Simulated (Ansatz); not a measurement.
Two isomers of C4H7N: A = `C=CC(=C)N`, B = `C=NC(=C)C`.

Computed with Ansatz on PBE0-D4/def2-TZVP structures; ΔE is electronic, products minus reactants. CBS: MP2 limit from def2 TZ/QZ plus the TZ coupled-cluster correction, frozen cores. Functionals use def2-TZVPP. B3LYP here is the variant with VWN-RPA as its local correlation; programs differ in this. One conformer a species, not always the lowest.

A:

Z-matrix (Å, degrees):
```
C
C 1 1.331
H 1 1.083 2 121.0
H 1 1.084 2 122.3 3 -178.1
C 2 1.461 1 125.7 3 -179.6
H 2 1.085 1 119.5 3 0.4
N 5 1.387 2 116.6 1 5.8
C 5 1.342 2 119.9 1 -171.2
H 7 1.008 5 114.4 2 38.7
H 7 1.007 5 114.3 2 169.3
H 8 1.084 5 122.0 2 -179.9
H 8 1.081 5 120.3 2 2.2
```

B:

Z-matrix (Å, degrees):
```
C
C 1 1.493
H 1 1.094 2 110.5
H 1 1.089 2 111.2 3 -120.9
H 1 1.093 2 110.0 3 117.9
N 2 1.401 1 113.6 3 -62.8
C 2 1.334 1 124.2 3 121.5
C 6 1.260 2 119.5 1 127.1
H 7 1.082 2 120.8 1 0.1
H 7 1.083 2 121.2 1 176.5
H 8 1.089 6 119.2 2 177.2
H 8 1.097 6 122.7 2 -2.9
```

Question: Which isomer does CCSD(T)/CBS put lower? Give the gap. (An estimate is asked.)

Answer: The calculation gave: A, by 6.1 kcal/mol.

Question: Give E(B) − E(A) in kcal/mol with CCSD/def2-TZVPP, ωB97M-V, r2SCAN-D4, B3LYP-D4, PBE-D4, CCSD(T)/def2-TZVPP, HF/def2-TZVPP. (Estimate.)

Answer: The calculation gave: CCSD/def2-TZVPP 5.0, ωB97M-V 5.7, r2SCAN-D4 7.1, B3LYP-D4 6.2, PBE-D4 6.5, CCSD(T)/def2-TZVPP 5.0, HF/def2-TZVPP 4.7. None reverses the order clearly.

Largest T1 diagnostic: 0.012.
